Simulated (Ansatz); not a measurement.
**doublet C2N: levels of theory in one basis**

```yaml
atoms:
  - { symbol: C, position_ang: [0.0000, 0.0000, -1.2450] }
  - { symbol: N, position_ang: [0.0000, 0.0000, 0.0000] }
  - { symbol: C, position_ang: [0.0000, 0.0000, 1.2450] }
```

Basis set: def2-SVP (spherical functions). Frozen core: 3 orbitals. Correlation on ROHF uses semicanonical orbitals with singles. Charge 0, multiplicity 2.

Computed with Ansatz (development build ahead of 0.2.0); each method stands on the lowest determinant of its kind that the runs found.

| method | E − E(ROHF) (eV) | <S²> of the determinant |
| --- | --- | --- |
| ROHF | 0.00 | 0.75 |
| UHF | -0.52 | 0.87 |
| UHF-MP2 | -9.36 | 0.87 |
| ROHF-CCSD(T) | -10.81 | – |
| UHF-CCSD(T) | -10.80 | 0.87 |

Question: What does ROHF-MP2 give on the same scale?

Answer: -9.72 eV.

Caution for UHF, UHF-MP2, UHF-CCSD(T): the unrestricted determinant is spin contaminated.
